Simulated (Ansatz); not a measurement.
# MgBH+ (doublet): wave-function methods side by side, def2-QZVPP

One table from this session's results is given with a row withheld; the runs are named, their logs left out.

Computed with Ansatz 0.2.0, Gaussian basis. Level: def2-QZVPP, core rule «outside noble gas», up to 6 orbitals frozen.

To be run: UHF; ROHF; CCSD(T) on UHF.

2 further runs of the same task are left out: 2 set aside as unsound or not needed.

## What is computed

The geometry is a PBE0/def2-TZVP stationary point (not a proven minimum) of the parent state, kept for this charge and spin.

3 atoms, charge 1, spin multiplicity 2.

Atoms are counted from 1 here; the program's logs count them from 0.

Bond lengths: B1–Mg2 2.234 Å, B1–H3 1.198 Å. Angles: Mg2–B1–H3 180.0°.

Set-up of the first run:

in.yaml

```yaml
crystal:
  periodic: [false, false, false]
  atoms:
    - {symbol: B, position_ang: [0.000000, 0.000000, 0.345046]}
    - {symbol: Mg, position_ang: [0.000000, 0.000000, -1.888530]}
    - {symbol: H, position_ang: [0.000000, 0.000000, 1.543484]}
basis:
  gaussian: {orbitals: "def2-QZVPP.json"}
total_charge: 1
magnetization: {spin_polarized: true, initial_magnetization: 1}
hamiltonian: {xc: hf}
output: {orbitals: {seedname: orbitals}}
```

Run with:

```bash
> ansatz run in.yaml --threads 1 --pin off --events-out ev --progress --plain --max-ram 2393MiB
```

Among the steps run: UHF; ROHF; CCSD(T) on UHF.

One of the session's tables, all rows but one given; the rest of the session is left out.

It belongs to the step «Misses and costs». 

| method | from UCCSD(T) (meV) |
| --- | --- |
| ROHF | ? |
| UHF | +2755.7 |
| UMP2 | +620.0 |
| UCCSD | +57.1 |
| UCCSD(T) | 0 |

Estimate the missing values for ROHF.

As computed: from UCCSD(T) (meV): +2764.6. In the column «from UCCSD(T) (meV)» it is the highest.
